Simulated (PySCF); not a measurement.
# Spin-rotation constants: `C=COC1CC1`, C5H8O

Geometry:
| atom | x (Å) | y (Å) | z (Å) |
| --- | --- | --- | --- |
| C1 | 2.062 | 2.408 | 0.139 |
| C2 | 0.904 | 1.872 | 0.486 |
| O3 | 0.485 | 0.671 | 0.002 |
| C4 | -0.798 | 0.278 | 0.382 |
| C5 | -1.969 | 0.670 | -0.475 |
| C6 | -1.468 | -0.745 | -0.476 |
| H7 | 2.377 | 3.349 | 0.547 |
| H8 | 2.718 | 1.915 | -0.555 |
| H9 | 0.229 | 2.359 | 1.184 |
| H10 | -0.942 | 0.235 | 1.459 |
| H11 | -1.763 | 1.273 | -1.346 |
| H12 | -2.909 | 0.890 | 0.006 |
| H13 | -0.925 | -1.083 | -1.344 |
| H14 | -2.058 | -1.510 | 0.005 |

Method: GIAO B3LYP/pcSseg-1 magnetisability, rotational g tensor and spin-rotation constants, non-relativistic, gas phase in PySCF 2.14.0. Geometry: GFN2-xTB, dihedral held. The dihedral C5–C4–O3–C2 is held at 90°.

Problem. Give the nuclear spin-rotation constants along the inertial axes (H = +C I·J) beside the isotropic shieldings.

Solution. Rotational constants 12.7394, 1.9265, 1.8328 GHz. A star marks the isotopologue with that one atom substituted, in its own axes.
```
atom  isotope  Caa (kHz)  Cbb (kHz)  Ccc (kHz)  mean (kHz)  σ (ppm)
  H7       1H      0.131     -0.099     -0.195      -0.054     27.6
  H8       1H     -1.285      0.002     -0.074      -0.453     27.3
  H9       1H     -1.201      0.027     -0.057      -0.410     25.4
 H10       1H     -1.288     -0.208      0.082      -0.471     28.4
 H11       1H     -1.283     -0.194     -0.025      -0.501     31.2
 H12       1H     -1.056     -0.086     -0.168      -0.437     31.5
 H13       1H     -1.387     -0.126     -0.067      -0.526     31.0
 H14       1H     -0.444     -0.196     -0.144      -0.261     31.3
  C1     13C*      3.702      0.564      0.380       1.549     87.3
  C2     13C*      4.420      0.813      0.600       1.945     20.7
  O3     17O*     -2.647     -0.307     -0.243      -1.066    193.7
  C4     13C*      2.212      0.432      0.410       1.018    124.9
  C5     13C*      1.355      0.363      0.192       0.636    173.7
```
For the geometry as given, no vibrational averaging.
